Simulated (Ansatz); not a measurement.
Two isomers of C2H3FS: A = `C=C(F)S`, B = `F/C=C\S`.

Program: Ansatz. Geometries: PBE0-D4/def2-TZVP. ΔE: electronic, gas phase. CCSD(T)/CBS is the MP2 limit (def2-TZVPP, def2-QZVPP) plus CCSD(T) − MP2 in def2-TZVPP, frozen cores. DFT in def2-TZVPP. B3LYP here is the variant with VWN-RPA as its local correlation; programs differ in this. Each species was taken in one conformer, which may not be the lowest.

Q: Which is lower in electronic energy at CCSD(T)/CBS, and by how much? (Estimate.)

A: Ansatz gave: B, by 1.1 kcal/mol.

Q: Give E(B) − E(A) in kcal/mol with HF/def2-TZVPP, LDA (SPW92), B3LYP-D4, CCSD(T)/def2-TZVPP, BLYP-D4, CCSD(T)/def2-SVP, PBE0-D4. (Estimate.)

A: The calculation gave: HF/def2-TZVPP -1.0, LDA (SPW92) -1.0, B3LYP-D4 -1.0, CCSD(T)/def2-TZVPP -1.0, BLYP-D4 -1.0, CCSD(T)/def2-SVP -1.4, PBE0-D4 -1.0. None reverses the order clearly.

Q: Does the order hold for the free energy at 298.15 K (harmonic terms from PBE0-D4)? (An estimate is asked.)

A: The calculation gave: Yes: G(B) − G(A) = -0.7 kcal/mol, for one conformer each.

Largest T1 diagnostic: 0.013.

Leaving LDA and LC-ωPBE aside and taking each functional with its dispersion term where it has one, the values, not all of them listed here, spread over 0.5 kcal/mol, from BHLYP-D4 to B97M-V.
